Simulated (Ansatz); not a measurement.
in.yaml

```yaml
crystal:
  periodic: [false, false, false]
  atoms:
    - {symbol: Al, position_ang: [0.000000, 0.000000, 0.570590]}
    - {symbol: Al, position_ang: [0.000000, 0.000000, -2.760410]}
    - {symbol: H, position_ang: [0.000000, 0.000000, 2.189820]}
basis:
  gaussian: {orbitals: cc-pVDZ}
magnetization: {spin_polarized: true, initial_magnetization: 1}
correlation: {method: ccsdt_q, electrons: outside_noble_gas}
```

```sh
$ ansatz run in.yaml --threads 1 --pin off --events-out ev --progress --plain --max-ram 2816MiB --backend cpu
```

Log:

```
743 factors; integrals over basis functions are off by at most 1.5e-7 eV
mean field evaluation 1: about -13178.4735 eV, gradient 5.8e0 eV
mean field evaluation 2: about -13178.4746 eV, gradient 5.8e0 eV
mean field evaluation 4: about -13179.2440 eV, gradient 9.1e-1 eV
mean field evaluation 8: about -13179.3714 eV, gradient 2.7e-1 eV
mean field evaluation 16: about -13179.3778 eV, gradient 3.1e-1 eV
mean field evaluation 32: about -13179.3110 eV, gradient 5.4e-1 eV
mean field evaluation 64: about -13179.3848 eV, gradient 6.2e-3 eV
mean field evaluation 96: about -13179.3844 eV, gradient 8.7e-2 eV
mean field evaluation 128: about -13179.3841 eV, gradient 4.5e-2 eV
mean field evaluation 160: about -13177.5653 eV, gradient 1.0e-1 eV
...
cycle  14  -3.59336285 eV  change   -4.1e-5 eV  update   4.2e-5
cycle  15  -3.59335106 eV  change    1.2e-5 eV  update   2.4e-5
cycle  16  -3.59333265 eV  change    1.8e-5 eV  update   1.5e-5
cycle  17  -3.59332996 eV  change    2.7e-6 eV  update   8.9e-6
cycle  18  -3.59333286 eV  change   -2.9e-6 eV  update   4.2e-6
cycle  19  -3.59333759 eV  change   -4.7e-6 eV  update   2.7e-6
cycle  20  -3.59333927 eV  change   -1.7e-6 eV  update   1.8e-6
cycle  21  -3.59333836 eV  change    9.1e-7 eV  update   9.5e-7
cycle  22  -3.59333698 eV  change    1.4e-6 eV  update   5.9e-7
cycle  23  -3.59333643 eV  change    5.4e-7 eV  update   2.7e-7
perturbative correction -0.00753036 eV, -0.0002767356 hartree
Total energy: -13182.98512156 eV, -484.4657674692 hartree
```

For the same geometry and basis full CI lies 1.8 meV lower.

Ran on 1 thread of AMD EPYC 7R13, shared host: 15 s wall, 0.2 GiB peak host memory.
